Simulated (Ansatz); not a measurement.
**P₂H+ (triplet): from Hartree-Fock to the top rungs, def2-TZVPP**

The task here is to estimate one member of a computed series from the others.

Program: Ansatz 0.2.0, Gaussian basis. Level of theory: def2-TZVPP, core rule «outside noble gas», up to 10 orbitals frozen. These are calculated values, not measurements.

Plan: UHF; ROHF; CCSD(T) on UHF.

2 further runs of the same task are left out: 2 set aside as unsound or not needed.

### What is computed

The geometry is a PBE0/def2-TZVP stationary point (not a proven minimum) of the parent state, kept for this charge and spin.

3 atoms, charge 1, spin multiplicity 3.

Atoms are counted from 1 here; the program's logs count them from 0.

Bond lengths: P1–P2 1.991 Å, P1–H3 1.433 Å. Angles: P2–P1–H3 97.2°.

The first run:

The input, in.yaml:

```yaml
crystal:
  periodic: [false, false, false]
  atoms:
    - {symbol: P, position_ang: [0.000000, -0.076741, 0.973875]}
    - {symbol: P, position_ang: [0.000000, 0.033358, -1.013963]}
    - {symbol: H, position_ang: [0.000000, 1.333150, 1.231888]}
basis:
  gaussian: {orbitals: def2-TZVPP}
total_charge: 1
magnetization: {spin_polarized: true, initial_magnetization: 2}
hamiltonian: {xc: hf}
output: {orbitals: {seedname: orbitals}}
```

Command:

```
$ ansatz run in.yaml --threads 1 --pin off --events-out ev --progress --plain --max-ram 4096MiB --backend cpu
```

Steps of the session up to this table: UHF; ROHF; CCSD(T) on UHF.

One of the session's tables, all rows but one given; the rest of the session is left out.

It belongs to the step «Misses and costs». 

| method | from UCCSD(T) (meV) |
| --- | --- |
| ROHF | +7484.4 |
| UHF | +7280.0 |
| UMP2 | +1432.5 |
| UCCSD | ? |
| UCCSD(T) | 0 |

Estimate the missing values for UCCSD.

The run gave: from UCCSD(T) (meV): +342.3. In the column «from UCCSD(T) (meV)» it lies between UCCSD(T) (0) and UMP2 (+1432.5).

To keep in mind: Warnings: spin contamination; coupled cluster took another determinant than the lowest.
